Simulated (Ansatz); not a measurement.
BClH3N, SMILES `NBCl` at its PBE0-D4/def2-TZVP geometry, where that method's forces vanish. The species carries charge 0 and has multiplicity 1.

```xyz
6

N    -0.2309    0.1126    0.7205
B     0.2533    0.0479   -0.5730
Cl   -0.0757   -1.3805   -1.5614
H    -0.0658    0.9063    1.3147
H    -0.7727   -0.6226    1.1429
H     0.8918    0.9364   -1.0437
```

(1) What forces (eV/Å) does ωB97M-V/def2-TZVPP give on these atoms in Ansatz 0.2.0? (Estimate.)

Answers

(1) Ansatz gave: 
```
N1  -0.039  0.018  0.122
B2   0.138  0.214 -0.075
Cl3 -0.030 -0.112 -0.069
H4  -0.009 -0.036 -0.024
H5   0.021  0.024 -0.021
H6  -0.081 -0.108  0.067
```
